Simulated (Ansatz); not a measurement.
A calculation with Ansatz (development build ahead of 0.2.0).

```yaml
crystal:
  periodic: [false, false, false]
  atoms:
    - { symbol: C, position_ang: [0.0, 0.0, 0.0] }
    - { symbol: H, position_ang: [0.93, 0.0, -0.56] }
    - { symbol: H, position_ang: [-0.93, 0.0, -0.56] }
    - { symbol: O, position_ang: [0.0, 0.0, 1.2] }
basis:
  gaussian: { orbitals: def2-SVP }
total_charge: 1
magnetization:
  initial_magnetization: 1
hamiltonian:
  xc: pbe0
scf:
  omitted_lower_state_checks: [starts, atomic_configurations, cluster_reference, orbital_swaps, given_window_search, neighbouring_geometries, increment]
output:
  forces: true
```

The input is written out in the form of the current development build from the run's settings.

The run gave:

- Converged: yes
- Total energy: -113.88600 hartree
- Spin squared of the determinant: 0.750
- Stability test: minimum among restricted orbitals

Forces (eV/Å):
```
atom      Fx     Fy      Fz
  C1   0.000  0.000   1.980
  H2   1.302  0.000  -0.555
  H3  -1.302  0.000  -0.555
  O4   0.000  0.000  -0.870
```
